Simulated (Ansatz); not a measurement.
C6H5, SMILES `[c]1ccccc1` radical, 11 atoms. Total charge 0; spin multiplicity 2. Hardware: A = 2 threads of an AMD EPYC 7R13 on a shared host; B = 2 threads of an AMD EPYC 7R13 on a shared host and a share of an NVIDIA H100 80 GB. Correlated methods freeze the cores. Open-shell runs search over several starts.

Task: Give the basis size and wall time and peak host memory of each of these runs in Ansatz. UKS PBE0-D4/def2-TZVPP energy [A]; UHF-MP2/def2-QZVPP energy [B]; UKS r2SCAN0-D4/def2-TZVPP energy [A]; UHF-CCSD(T)/def2-TZVPP energy [B]; UKS PBE0-D4/def2-SVP energy [A]; UKS ωB97M-V/def2-QZVPP energy [B]; UKS PBE-D4/def2-TZVPP energy and forces [A]; UKS PBE0-D4/def2-TZVP frequencies [B]; UHF-CCSD(T)/def2-SVP energy [B]; UKS ωB97M-V/def2-SVP energy [A]; direct RPA on PBE orbitals/def2-TZVPP energy [A]; UKS PBE0-D4/def2-QZVPP energy [B]. (Best estimate.)

Result: Ansatz gave: Other jobs shared the machine, so times are rough.

```
                                level                    job  functions  wall time  peak host memory (GiB)
                 UKS PBE0-D4/def2-SVP             energy [A]        109        3 s                    0.33
                UKS PBE-D4/def2-TZVPP  energy and forces [A]        256      6.5 s                    0.41
               UKS PBE0-D4/def2-TZVPP             energy [A]        256        8 s                    0.84
               UKS ωB97M-V/def2-QZVPP             energy [B]        492      9.5 s                     1.3
                 UKS ωB97M-V/def2-SVP             energy [A]        109      9.5 s                    0.52
direct RPA on PBE orbitals/def2-TZVPP             energy [A]        256       12 s                    0.87
                   UHF-MP2/def2-QZVPP             energy [B]        492       12 s                     1.1
                 UHF-CCSD(T)/def2-SVP             energy [B]        109       13 s                     0.8
               UKS PBE0-D4/def2-QZVPP             energy [B]        492       13 s                     1.2
            UKS r2SCAN0-D4/def2-TZVPP             energy [A]        256       17 s                    0.91
               UHF-CCSD(T)/def2-TZVPP             energy [B]        256       24 s                     1.1
                UKS PBE0-D4/def2-TZVP        frequencies [B]        216    2.6 min                    0.87
```

The UHF reference is spin-contaminated (⟨S²⟩ = 1.32, T1 = 0.045).
